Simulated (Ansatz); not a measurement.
# Al₂H₄ (singlet): from Hartree-Fock to the top rungs at distance Al1–Al2 = 7.229 Å, cc-pVTZ

How much of the correlation energy of Al₂H₄ (singlet) does each wave-function method recover here?

The runs use Ansatz 0.2.0, Gaussian basis; cc-pVTZ, core rule «outside noble gas», up to 10 orbitals frozen.

To be run: UHF; CCSD(T) on RHF; CCSD(T) on UHF; BCCD(T) on RHF; CCSDT(Q) on RHF; CCSDT(Q) on UHF.

## (1) The system

The geometry derives from a PBE0/def2-TZVP stationary point (not a proven minimum). One bond is set to the value named and the two fragments are kept rigid.

6 atoms, charge 0, spin multiplicity 1.

Atoms are counted from 1 here; the program's logs count them from 0.

Bond lengths: Al1–H3 1.595 Å, Al1–H4 1.595 Å, Al2–H5 1.595 Å, Al2–H6 1.595 Å. Angles: H3–Al1–H4 116.1°, H5–Al2–H6 116.1°.

## (2) UHF

in.yaml reads:

```yaml
crystal:
  periodic: [false, false, false]
  atoms:
    - {symbol: Al, position_ang: [0.000000, 0.000000, 3.614500]}
    - {symbol: Al, position_ang: [0.000000, 0.000000, -3.614500]}
    - {symbol: H, position_ang: [0.000000, 1.353331, 4.458315]}
    - {symbol: H, position_ang: [0.000000, -1.353331, 4.458315]}
    - {symbol: H, position_ang: [0.000000, 1.353331, -4.458315]}
    - {symbol: H, position_ang: [0.000000, -1.353331, -4.458315]}
basis:
  gaussian: {orbitals: cc-pVTZ}
magnetization: {spin_polarized: true, initial_magnetization: 0}
hamiltonian: {xc: hf}
output: {orbitals: {seedname: orbitals}}
```

Command:

```console
$ ansatz run in.yaml --threads 1 --pin off --events-out ev --progress --plain --max-ram 2816MiB --backend cpu
```

After this run come: CCSD(T) on RHF; CCSD(T) on UHF; BCCD(T) on RHF; CCSDT(Q) on RHF; CCSDT(Q) on UHF.

Q: Predict the results of all the runs planned. Wanted: UCCSDT(Q) from the RHF energy; RMP2 from UCCSDT(Q); UMP2 from UCCSDT(Q); RCCSD from UCCSDT(Q); RCCSD(T) from UCCSDT(Q); UCCSD(T) from UCCSDT(Q); RCCSDT(Q) from UCCSDT(Q); T1 diagnostic.

As calculated:

```
                         quantity                                value
    UCCSDT(Q) from the RHF energy                           -8.1075 eV
              RMP2 from UCCSDT(Q)                          +1947.6 meV
              UMP2 from UCCSDT(Q)                          +1140.2 meV
             RCCSD from UCCSDT(Q)                           +634.3 meV
          RCCSD(T) from UCCSDT(Q)                           -127.4 meV
          UCCSD(T) from UCCSDT(Q)                            +28.8 meV
         RCCSDT(Q) from UCCSDT(Q)                            -18.7 meV
levels within 1 kcal/mol (43 meV)  UCCSD(T), RCCSDT, UCCSDT, RCCSDT(Q)
                    T1 diagnostic                                0.040
```

In words: RCCSD(T) misses by -127.4 meV, 1.6 % of the correlation energy. CCSD(T) misses by -127.4 meV on the restricted determinant and by +28.8 meV on the unrestricted one; the two need not hold the same state or core. These misses are within one basis, not against nature.
